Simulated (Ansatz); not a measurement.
**C2H2N (SMILES [CH2]C#N) at 6 levels**

We compute a comparison of 6 runs (U-r2SCAN/STO-3G, UB3LYP/STO-3G, UPBE/STO-3G, UMP2/STO-3G, UBCCD(T)/STO-3G, UCCSDT(Q)/STO-3G) of C2H2N. 

The calculation is run with Ansatz 0.2.0.

37 further runs of the same task are left out: 37 set aside as unsound or not needed.

## 1. The system as given

C2H2N: 5 atoms, total charge 0, spin state doublet. As SMILES, `[CH2]C#N`. The H5–C1 distance was set to 2.703 Å, away from the relaxed value. At this shape a bond of the SMILES string is far longer than usual.

Bond lengths: C1–C2 1.376 Å, C2–N3 1.165 Å, C1–H4 1.081 Å. Angles: C1–C2–N3 180.0°, C2–C1–H4 120.0°.

## 2. The energy at U-r2SCAN/STO-3G (run 1)

Input file job.yaml:

```yaml
crystal:
  periodic: [false, false, false]
  atoms:
    - {symbol: C, position_ang: [-0.684461, -1.233495, -0.260098]}
    - {symbol: C, position_ang: [0.077539, -2.099495, 0.490402]}
    - {symbol: "N", position_ang: [0.722439, -2.832395, 1.125602]}
    - {symbol: H, position_ang: [-1.537661, -1.602595, -0.812298]}
    - {symbol: H, position_ang: [-0.050200, 1.392300, -0.355600]}
basis:
  gaussian:
    orbitals: STO-3G
magnetization:
  spin_polarized: true
  initial_magnetization: 1
hamiltonian:
  xc: r2scan
accuracy: high
```

On the command line:

```sh
$ ansatz run job.yaml --threads 1 --pin off --max-ram 2610MiB --events-out events.jsonl --progress --plain --runs-dir runs
```

Log:

```text
Warning: RAYON_NUM_THREADS=1 ignored (pool sized by the plan → 1); use --threads N
Functional definition: r2SCAN
  name "r2SCAN"
  parameter k0 = 0.174
  parameter k1 = 0.065
  parameter a1 = 4.9479
  exchange = r2scan_x(k0 = k0, k1 = k1, a1 = a1)
  correlation = r2scan_c
297 factors; integrals over basis functions are off by at most 4.1e-9 eV
mean field evaluation 1: about -3536.1177 eV, gradient 1.9e1 eV
mean field evaluation 2: about -3515.9149 eV, gradient 5.1e1 eV
mean field evaluation 4: about -3529.0948 eV, gradient 1.4e1 eV
mean field evaluation 8: about -3539.3705 eV, gradient 5.2e0 eV
mean field evaluation 16: about -3540.6900 eV, gradient 1.2e-8 eV
mean field evaluation 32: about -3540.7589 eV, gradient 2.2e-2 eV
mean field evaluation 64: about -3541.2623 eV, gradient 1.4e-3 eV
mean field -3541.26227273 eV, -130.1389881691 hartree, gradient 2.5e-8 eV, S^2 1.739212; 8 other end points of the search recorded, 0 dependent functions left out
reference -3541.26227355 eV, -130.1389881993 hartree; 11, 10 occupied and 6, 7 virtual orbitals, 297 factors
Total energy: -3541.26227355 eV, -130.1389881993 hartree
```

Wall time 11 s (1 thread of Arm Neoverse V1, shared host); peak memory 0.2 GiB.

## 3. A single-point energy at UB3LYP/STO-3G (run 2)

Input file input.yaml:

```yaml
crystal:
  periodic: [false, false, false]
  atoms:
    - symbol: C
      position_ang: [-0.684461, -1.233495, -0.260098]
    - symbol: C
      position_ang: [0.077539, -2.099495, 0.490402]
    - symbol: "N"
      position_ang: [0.722439, -2.832395, 1.125602]
    - symbol: H
      position_ang: [-1.537661, -1.602595, -0.812298]
    - symbol: H
      position_ang: [-0.050200, 1.392300, -0.355600]
basis:
  gaussian: {orbitals: STO-3G}
magnetization: {spin_polarized: true, initial_magnetization: 1}
hamiltonian: {xc: {name: B3LYP}}
accuracy: high
```

On the command line:

```sh
$ ansatz run input.yaml --threads 1 --pin off --max-ram 2610MiB --events-out events.jsonl --progress --plain --runs-dir runs
```

Log:

```text
Warning: RAYON_NUM_THREADS=1 ignored (pool sized by the plan → 1); use --threads N
Functional definition: B3LYP
  name "B3LYP"
  parameter a0 = 0.2
  parameter ax = 0.72
  parameter ac = 0.81
  exchange = (1 - a0 - ax)*slater_x + ax*b88_x + a0*exact_x
  correlation = (1 - ac)*vwn_rpa_c + ac*lyp_c
297 factors; integrals over basis functions are off by at most 4.1e-9 eV
mean field evaluation 1: about -3536.7040 eV, gradient 2.2e1 eV
mean field evaluation 2: about -3517.9006 eV, gradient 5.0e1 eV
mean field evaluation 4: about -3531.5679 eV, gradient 1.6e1 eV
mean field evaluation 8: about -3542.0174 eV, gradient 3.1e-1 eV
mean field evaluation 16: about -3541.9666 eV, gradient 1.3e-8 eV
mean field evaluation 32: about -3541.7360 eV, gradient 1.3e0 eV
mean field evaluation 64: about -3541.9666 eV, gradient 6.1e-4 eV
mean field -3542.43210311 eV, -130.1819786427 hartree, gradient 2.0e-8 eV, S^2 1.725501; 8 other end points of the search recorded, 0 dependent functions left out
reference -3542.43213003 eV, -130.1819796318 hartree; 11, 10 occupied and 6, 7 virtual orbitals, 297 factors
Total energy: -3542.43213003 eV, -130.1819796318 hartree
```

It took 5.4 s on 1 thread of Arm Neoverse V1, shared host; peak memory 0.12 GiB.

Runs 3 to 5 aren't shown in full; the table further down has their settings and results.

## 4. The energy at UCCSDT(Q)/STO-3G (run 6)

Input file run.yaml:

```yaml
crystal:
  periodic: [false, false, false]
  atoms:
    - {symbol: C, position_ang: [-0.684461, -1.233495, -0.260098]}
    - {symbol: C, position_ang: [0.077539, -2.099495, 0.490402]}
    - {symbol: "N", position_ang: [0.722439, -2.832395, 1.125602]}
    - {symbol: H, position_ang: [-1.537661, -1.602595, -0.812298]}
    - {symbol: H, position_ang: [-0.050200, 1.392300, -0.355600]}
basis:
  gaussian: {orbitals: STO-3G}
magnetization: {spin_polarized: true, initial_magnetization: 1}
correlation: {method: ccsdt_q, frozen_orbitals: {C: 1, H: 0, "N": 1}}
accuracy: high
scf: {omitted_lower_state_checks: [cluster_reference, increment]}
```

On the command line:

```sh
$ ansatz run run.yaml --threads 1 --pin off --max-ram 2610MiB --events-out events.jsonl --progress --plain --runs-dir runs
```

Log:

```text
Warning: RAYON_NUM_THREADS=1 ignored (pool sized by the plan → 1); use --threads N
[... 17 lines left out ...]
3 core orbitals not correlated: weight in the atoms' cores, before any rotation towards them, 1.000 or more for the frozen orbitals, at most 0.000 for the correlated occupied ones
[... 88 lines left out ...]
Total energy: -3528.18877547 eV, -129.6585460063 hartree
Checks for a lower state left out: cluster_reference, increment
```

Wall time 3.6 s (1 thread of Arm Neoverse V1, shared host); peak memory 0.11 GiB.

## 5. Overview of the runs

```csv
run,level,frozen core orbitals,energy (Eh),⟨S²⟩,wall time
1,U-r2SCAN/STO-3G,–,-130.138988,1.739,11 s
2,UB3LYP/STO-3G,–,-130.181980,1.726,5.4 s
3,UPBE/STO-3G,–,-130.027291,1.692,4.8 s
4,UMP2/STO-3G,3,-129.604530,2.120,0.37 s
5,UBCCD(T)/STO-3G,3,-129.656101,2.120,0.66 s
6,UCCSDT(Q)/STO-3G,3,-129.658546,2.120,3.6 s
```

## 6. Summary of results

```
                                          quantity          value
                               run 6: total energy  -129.65855 Eh
run 6: correlation energy (3 core orbitals frozen)     -173.9 mEh
          run 6: ⟨S²⟩ of the reference determinant          2.120
                              run 6: T1 diagnostic          0.047
```

Totals of different functionals can't be ranked against each other. In runs 1, 2, 3, 4, 5, 6 the basis is minimal, so the values are rough. Spin contamination of the reference: run 4 ⟨S²⟩ = 2.12, run 5 ⟨S²⟩ = 2.12, run 6 ⟨S²⟩ = 2.12, run 1 ⟨S²⟩ = 1.74, run 2 ⟨S²⟩ = 1.73, run 3 ⟨S²⟩ = 1.69. Where it is this large, the reference is a mixture of spin states, and values that rest on it are in doubt. All runs together took 26 s, the longest 11 s.
